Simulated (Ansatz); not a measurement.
Basis-set extrapolation for C4H12Si (`CC[SiH2]CC`) (PBE0-D4/def2-TZVP geometry, frozen core, Ansatz). Multiplicity 1, RHF reference.

```csv
,def2-TZVPP,def2-QZVPP
HF,-447.471516,-447.488219
MP2 correlation,-0.843127,-0.896406
CCSD(T) correlation,-0.946050,not run
```

Energies in hartree. Use E(X) = E(∞) + A·exp(−7.88·√X) for Hartree–Fock and E(X) = E(∞) + B·X^(−2.97) for correlation, with X = 3 and 4, and add CCSD(T) minus MP2 of the smaller set to the MP2 limit.

Question: What is the CCSD(T) energy at the basis-set limit?

Answer: HF limit: -447.488219 + (-0.016703) × 0.13774 = -447.49052. MP2 limit: -0.896406 + (-0.053279) × 0.74074 = -0.93587. Higher-order term: -0.946050 − (-0.843127) = -0.10292. Total: -448.52931 hartree, 3.04 eV below CCSD(T)/def2-TZVPP.
